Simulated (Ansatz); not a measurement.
```yaml
crystal:
  periodic: [false, false, false]
  atoms:
    - {symbol: Li, position_ang: [-0.606110, -0.095785, -0.984731]}
    - {symbol: Li, position_ang: [0.553970, 0.182308, 0.950205]}
    - {symbol: H, position_ang: [-0.837330, -0.828194, 0.578539]}
    - {symbol: H, position_ang: [0.860362, 0.730445, -0.606052]}
basis:
  gaussian: {orbitals: "6-31G*"}
hamiltonian: {xc: {name: SPW92}}
scf: {omitted_lower_state_checks: [starts]}
output: {forces: true}
```

```sh
$ ansatz run in.yaml --threads 4 --pin off --events-out ev --progress --plain --max-ram 3916MiB
```

Output, abridged:

```
Functional definition: SPW92
334 factors; their error is unknown
mean field evaluation 1: about -431.1707 eV, gradient 1.7e1 eV
mean field evaluation 2: about -431.9528 eV, gradient 1.1e1 eV
mean field evaluation 4: about -432.6780 eV, gradient 7.0e-2 eV
mean field evaluation 8: about -432.6588 eV, gradient 6.4e-4 eV
mean field -432.65880041 eV, -15.8999176484 hartree, gradient 3.6e-5 eV, S^2 0.000000; 0 other end points of the search recorded, 0 dependent functions left out
reference -432.65884788 eV, -15.8999193930 hartree; 4, 4 occupied and 30, 30 virtual orbitals, 334 factors
Total energy: -432.65884788 eV, -15.8999193930 hartree
Atom 0 at    -0.606110    -0.095785    -0.984731 Å, force    -0.119849    -0.126427    -0.226999 eV/Å
Atom 1 at     0.553970     0.182308     0.950205 Å, force     0.074933    -0.159473     0.404518 eV/Å
Atom 2 at    -0.837330    -0.828194     0.578539 Å, force    -0.184564    -0.065593     0.156436 eV/Å
Atom 3 at     0.860362     0.730445    -0.606052 Å, force     0.229481     0.351492    -0.333955 eV/Å
Dipole moment:    -0.040020     0.095552    -0.005580 e Å
Checks for a lower state left out: starts
```

The 6-31G sets use Cartesian d functions.
